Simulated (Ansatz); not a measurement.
## Phonon frequency of some cubic tetrahedrally bonded semiconductors and semimetals

Method: PBE-D3(BJ) (PAW; Ansatz, a first-principles code). References are measured values at room or unstated temperature, uncorrected unless marked, so that the deviations hold thermal and zero-point effects besides the level's error. The table is a random draw of 6 from 34 values with such references.

Values in cm⁻¹.

| solid | reference | PBE-D3(BJ) | deviation (%) |
|---|---|---|---|
| 3C-SiC (L TA) | 266 | 258 | -3.0 |
| diamond-structure Si (L TA) | 114 | 106 | -7.0 |
| 3C-SiC (L LA) | 610 | 613 | +0.5 |
| diamond-structure Si (L TO) | 490 | 493 | +0.6 |
| 3C-SiC (L TO) | 766 | 769 | +0.4 |
| zinc-blende InP (X LA) | 193 | 176 | -8.8 |

Over these 6 values the mean deviation is -2.9 %, the mean absolute deviation 3.4 % (median 1.8 %), and the worst case zinc-blende InP (X LA) at -8.8 %; the value is too high in 3 of 6 cases. Over all 34, from unrounded values, the mean deviation is -3.1 % and the mean absolute deviation 3.4 % (median 3.0 %). Caveats on values not shown: the dispersion coefficients are held fixed in the derivatives (28).

Spin–orbit coupling is left out, also for the solids with elements from indium on (zinc-blende InP); its size isn't shown.

Differences are worked out from the printed values.

Each level is taken at its own relaxed cell. Caveats: the dispersion coefficients are held fixed in the derivatives (3C-SiC, diamond-structure Si, zinc-blende InP). Ansatz's density-functional and Hartree–Fock values are scalar-relativistic unless marked +SOC, with PAW data made under PBE.

Not in this set, of the tetrahedrally bonded semiconductors and semimetals with a reference value in our tables and a result at some level: 21 for a doubt noted on the run at PBE-D3(BJ); 16 for no value at PBE-D3(BJ) (not run, a failed fit, an unstable or unbound cell, or a value held back for tests); 12 for a reference of another kind, counted apart. These can be a level's best or worst cases. At least 16 more with a reference value are held back for tests. Solids without a released value at any level aren't counted. Layered and molecular crystals are counted apart. The metals Ce to Yb are counted apart.

References as tabulated in Wang et al. (1996), arXiv:mtrl-th/9510002; Giannozzi et al., Phys. Rev. B (1991); Yang et al. (2021), arXiv:2106.07201; Ioffe Institute, NSM Archive: InP, mechanic properties page.
